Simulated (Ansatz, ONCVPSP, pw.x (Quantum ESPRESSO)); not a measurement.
# What a changed setting does to a pw.x run (bcc W)

Potential: optimised norm-conserving Vanderbilt (ONCV), ONCVPSP 4.0.1.1 (patched build), PBEsol; core [Kr] 4d10 4f14, reference 5s2 5p6 5d4 6s2; waves: 5s+6s: rc 1.94 bohr, ncon 4, nbas 8, qcut 5.7 1/bohr, 3 projectors, debl 2.7 Ha; 5p: rc 1.56 bohr, ncon 4, nbas 7, qcut 10.4 1/bohr, 3 projectors, debl 1.5 Ha; 5d: rc 2.70 bohr, ncon 5, nbas 10, qcut 5.8 1/bohr, 2 projectors, debl 3.3 Ha; local part: polynomial inside 1.40 bohr (lpopt 5, dvloc0 4 Ha); core correction: none. In the p channel the program set the typed energies aside and used -1.588, 0.250, 1.750 Ha.

The reference run (k-mesh 15³, cutoffs 90/360 Ry, Fermi–Dirac 0.01 Ry, mixing_beta 0.4, conv_thr 1e-9, no spin) gives -1.49 GPa at 15.687 Å³/atom, where all-electron LAPW gives 0.22 GPa. This run, with its own iteration cap, changes k-mesh points per axis to 2.

```
&control
  calculation='scf', prefix='x', pseudo_dir='./', outdir='./tmp', tstress=.true., disk_io='none'
/
&system
  ibrav=0, nat=1, ntyp=1, ecutwfc=90, ecutrho=360, nbnd=15,
  occupations='smearing', smearing='fd', degauss=0.01
/
&electrons
  conv_thr=1e-09, mixing_beta=0.4, electron_maxstep=60
/
ATOMIC_SPECIES
W 1.0 W.UPF
CELL_PARAMETERS angstrom
  -1.57698163 1.57698163 1.57698163
  1.57698163 -1.57698163 1.57698163
  1.57698163 1.57698163 -1.57698163
ATOMIC_POSITIONS crystal
W 0.0000 0.0000 0.0000
K_POINTS automatic
2 2 2 0 0 0
```

```bash
pw.x < W.scf.in > W.scf.out
```

Question: How does the run end?

Answer: It converges in 9 iterations; the free energy moves by +781.1 meV/atom and the pressure by +15.15 GPa.

```
Message from routine setup:
     using ibrav=0 with symmetry is DISCOURAGED, use correct ibrav instead
     lattice parameter (alat)  =       5.1616  a.u.
     unit-cell volume          =     105.8611 (a.u.)^3
     number of electrons       =        14.00
     number of Kohn-Sham states=           15
     kinetic-energy cutoff     =      90.0000  Ry
     charge density cutoff     =     360.0000  Ry
     scf convergence threshold =      1.0E-09
     Exchange-correlation= PBESOL
     number of k points=     3  Fermi-Dirac smearing, width (Ry)=  0.0100
     iteration #  1     ecut=    90.00 Ry     beta= 0.40
     total energy              =    -136.86106996 Ry
     estimated scf accuracy    <       0.08357433 Ry
     iteration #  2     ecut=    90.00 Ry     beta= 0.40
     total energy              =    -136.85696128 Ry
     estimated scf accuracy    <       0.01901949 Ry
     iteration #  3     ecut=    90.00 Ry     beta= 0.40
     total energy              =    -136.85921616 Ry
     estimated scf accuracy    <       0.00082757 Ry
     [... 3 iterations left out ...]
     iteration #  7     ecut=    90.00 Ry     beta= 0.40
     total energy              =    -136.85929945 Ry
     estimated scf accuracy    <       0.00000003 Ry
     iteration #  8     ecut=    90.00 Ry     beta= 0.40
     total energy              =    -136.85929946 Ry
     estimated scf accuracy    <          1.3E-09 Ry
     iteration #  9     ecut=    90.00 Ry     beta= 0.40
     the Fermi energy is    23.8970 ev
!    total energy              =    -136.85929946 Ry
     estimated scf accuracy    <          2.4E-10 Ry
     smearing contrib. (-TS)   =      -0.00229046 Ry
     The total energy is F=E-TS. E is the sum of the following terms:
     one-electron contribution =     -17.57931891 Ry
     hartree contribution      =      15.50378203 Ry
     xc contribution           =     -15.10452835 Ry
     ewald contribution        =    -119.67694376 Ry
     convergence has been achieved in   9 iterations
          total   stress  (Ry/bohr**3)                   (kbar)     P=      136.64
     Message from routine punch:
     Nothing written, as per user request (disk_io='none')
```

The run took about 1.7 s on one core of a shared host (Neoverse-N1, 64 threads, 126 GiB, load 46).
